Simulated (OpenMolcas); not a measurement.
# BH3S (SMILES BS) at 6 levels

Aim: a comparison of 6 runs (HF/STO-3G, UHF/STO-3G, B2PLYP/STO-3G, B3LYP/STO-3G, M06-2X/STO-3G, CCSD(T)/STO-3G) of BH3S. 

Program for the calculation: OpenMolcas 26.06.

1 further run of the same task is left out (set aside as unsound or not needed).

### 1 Starting point

BH3S has 5 atoms, charge 0, and is taken as a singlet. As SMILES, `BS`. Geometry: relaxed at PBE0-D4/def2-TZVP.

Bond lengths: B1–S2 1.765 Å, B1–H3 1.192 Å, B1–H4 1.190 Å, S2–H5 1.344 Å. Angles: B1–S2–H5 99.2°, S2–B1–H3 115.8°, S2–B1–H4 121.4°, H3–B1–H4 122.7°.

### 2 The energy at HF/STO-3G (run 1)

File geom.xyz:

```xyz
5

B     -0.392100    -0.421000     0.088100
S      0.161700     1.236900    -0.154300
H     -1.562900    -0.556400     0.264200
H      0.367100    -1.337600     0.074200
H      1.476100     1.004400    -0.313600
```

File test.input:

```
* BH3S Hartree-Fock
>>> EXPORT MOLCAS_PRINT=2

&gateway
 baslib
 $CurrDir
 coord
 geom.xyz
 basis
 STO-3G
 group
 NoSym

&seward

&scf
 thresholds
 1e-10 1e-07 1e-07 1e-05
 prorbitals
 1 1
```

The basis set STO-3G is read from a file made from the Basis Set Exchange's data (not shown).

Run with:

```
$ export MOLCAS_MEM=1860
$ pymolcas test.input > test.log
```

The program printed:

```text
--- Start Module: gateway ---
[...]
--- Stop Module: gateway /rc=_RC_ALL_IS_WELL_ ---
--- Start Module: seward ---
[...]
      Basis functions           17
--- Stop Module: seward /rc=_RC_ALL_IS_WELL_ ---
[...]
--- Start Module: scf ---
[...]
       Convergence after  10 Iterations
[...]
::    Total SCF energy                               -419.3000458756
[...]
      Total spin, S                                     0.0000000000
[...]
      Total electronic charge=   24.000000
      Total            charge=   -0.000000
[...]
      Dipole Moment (debye):
      Origin of the operator (angstrom)=    0.0247    0.7394   -0.0856
                   X=  8.7143E-01               Y= -5.6260E-02               Z= -1.1541E-01           Total=  8.8084E-01
      Quadrupole Moment (debye*angstrom):
[...]
--- Stop Module: scf /rc=_RC_ALL_IS_WELL_ ---
[...]
```

Run time: 3.3 s. Hardware: 1 thread of Arm Neoverse V2, shared host; peak memory 0.37 GiB.

### 3 A single-point energy at UHF/STO-3G (run 2)

geom.xyz is that of step 2.

File step1.inp:

```
&GATEWAY
  BasLib = $CurrDir
  Coord = geom.xyz
  Basis = STO-3G
  Group = NoSym

&SEWARD

&SCF
  UHF
  Scramble = 0.25
  PrOrbitals = 1 1
```

The basis set STO-3G is read from a file made from the Basis Set Exchange's data (not shown).

Run with:

```
$ export MOLCAS_MEM=1860
$ pymolcas step1.inp > step1.log
```

The program printed:

```text
--- Start Module: gateway ---
[...]
--- Stop Module: gateway /rc=_RC_ALL_IS_WELL_ ---
--- Start Module: seward ---
[...]
      Basis functions           17
--- Stop Module: seward /rc=_RC_ALL_IS_WELL_ ---
--- Start Module: scf ---
[...]
       Convergence after  12 Iterations
[...]
::    Total SCF energy                               -419.3000458756
[...]
      Total spin, S                                     0.0000000000
[...]
      Total electronic charge=   24.000000
      Total            charge=   -0.000000
[...]
      Dipole Moment (debye):
      Origin of the operator (angstrom)=    0.0247    0.7394   -0.0856
                   X=  8.7143E-01               Y= -5.6262E-02               Z= -1.1541E-01           Total=  8.8083E-01
      Quadrupole Moment (debye*angstrom):
[...]
--- Stop Module: scf /rc=_RC_ALL_IS_WELL_ ---
[...]
```

Run time: 1.6 s. Hardware: 1 thread of Arm Neoverse V2, shared host; peak memory 0.37 GiB.

Runs 3 to 5 aren't shown in full; the table further down has their settings and results.

### 4 A single-point energy at CCSD(T)/STO-3G (run 6)

geom.xyz is that of step 3.

File test.inp:

```
&GATEWAY
BasLib=$CurrDir
Coord=geom.xyz
Basis=STO-3G
Group=NoSym
&SEWARD
&SCF
Thresholds=1e-10 1e-07 1e-07 1e-05
PrOrbitals=1 1
&RASSCF
FileOrb=$Project.ScfOrb
Spin=1
Nactel=0 0 0
Inactive=12
Ras2=0
OutOrbitals=Canonical
OrbListing=Nothing
&MOTRA
JobIph
Frozen=6
&CCSDT
CCT
Triples=2
Iterations=80
Accuracy=1e-08
Extrapolation=5 4
```

The basis set STO-3G is read from a file made from the Basis Set Exchange's data (not shown).

Run with:

```
$ export MOLCAS_MEM=1860
$ pymolcas test.inp > test.log
```

The program printed:

```text
--- Start Module: gateway ---
[...]
--- Stop Module: gateway /rc=_RC_ALL_IS_WELL_ ---
[...]
      Basis functions           17
[...]
       Convergence after  10 Iterations
[...]
::    Total SCF energy                               -419.3000458756
[...]
      Total spin, S                                     0.0000000000
[...]
      Number of active orbitals                  0
[...]
      Spin quantum number                      0.0
[...]
      Active orbitals                            0
[...]
      Number of CSFs                             1
[...]
      Number of root(s) required                 1
[...]
      Convergence after  4 iterations
[...]
      Natural orbitals and occupation numbers for root  1
      ************************************************************************************************************************
      *                                                    Final results                                                     *
      ************************************************************************************************************************
[...]
::    RASSCF root number  1 Total energy:   -419.30004588
[...]
      Total electronic charge=   24.000000
      Total            charge=   -0.000000
[...]
      Dipole Moment (debye):
      Origin of the operator (angstrom)=    0.0247    0.7394   -0.0856
                   X=  8.7143E-01               Y= -5.6260E-02               Z= -1.1541E-01           Total=  8.8084E-01
      Quadrupole Moment (debye*angstrom):
[...]
--- Start Module: motra ---
[...]
--- Stop Module: motra /rc=_RC_ALL_IS_WELL_ ---
--- Start Module: ccsdt ---
[...]
      Convergence after                    14  Iterations
      Total energy (diff) :    -419.39279942      -0.00000000
[...]
 METHOD                       : CCSD+T(CCSD)+<T3(1)WT1> = CCSD(T)
[...]
       CCSD     =      -419.3927994228874
[...]
```

Run time: 3.3 s. Hardware: 1 thread of Arm Neoverse V2, shared host; peak memory 0.37 GiB.

### 5 Overview of the runs

```
run           level  SCF convergence threshold  scramble  energy (Eh)  dipole moment (D) of the reference  HOMO energy (eV)  LUMO energy (eV)  wall time
  1       HF/STO-3G                      1e-10         –  -419.300046                                0.88             -8.38              7.19      3.3 s
  2      UHF/STO-3G                          –      0.25  -419.300046                                0.88             -8.38              7.19      1.6 s
  3   B2PLYP/STO-3G                      1e-10         –  -419.912351                                1.08             -6.63              4.15      3.9 s
  4    B3LYP/STO-3G                      1e-10         –  -420.138335                                1.29             -5.45              2.14      4.2 s
  5   M06-2X/STO-3G                      1e-10         –  -420.137273                                1.17             -6.86              3.47      4.2 s
  6  CCSD(T)/STO-3G                      1e-10         –  -419.395030                                0.88             -8.38              7.19      3.3 s
```

### 6 What came out

| quantity | value |
| --- | --- |
| run 6: total energy | -419.39503 Eh |
| run 6: dipole moment (mean-field density) | 0.88 D |
| run 6: HOMO energy (Hartree–Fock orbitals) | -8.38 eV |
| run 6: LUMO energy (Hartree–Fock orbitals) | 7.19 eV |
| run 6: HOMO–LUMO gap (Hartree–Fock orbitals) | 15.57 eV |
| run 6: correlation energy (6 core orbitals frozen) | -95.0 mEh |
| run 6: (T) correction | -2.23 mEh |

**Reading.** Over runs 1, 2, 3, 4, 5 the dipole moment (its size) runs from 0.88 D (HF/STO-3G) to 1.29 D (B3LYP/STO-3G). Over runs 1, 2, 3, 4, 5 the HOMO–LUMO gap runs from 7.59 eV (B3LYP/STO-3G) to 15.57 eV (HF/STO-3G). Exact exchange widens orbital gaps. For B2PLYP the log adds the whole second-order term; the table takes 0.27 of it, as the functional is defined. Totals of different functionals can't be ranked against each other. In runs 1, 2, 3, 4, 5, 6 the basis is minimal, so the values are rough. All runs together took 21 s, the longest 4.2 s.
